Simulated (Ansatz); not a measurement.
Energy of Sb (space group No. 227) less that of rhombohedral A7 Sb, by level of theory

No measured value is used here.

| level (code) | value (meV/atom) |
|---|---|
| PBE (Ansatz) | 310 |
| PBEsol (Ansatz) | 398 |
| PBE-D3(BJ) (Ansatz) | 454 |
| r²SCAN (Ansatz) | 385 |

Each level is taken at its own relaxed cell. Ansatz's density-functional and Hartree–Fock values are scalar-relativistic unless marked +SOC, with PAW data made under PBE.

Ansatz is a quantum-chemistry and plane-wave program.
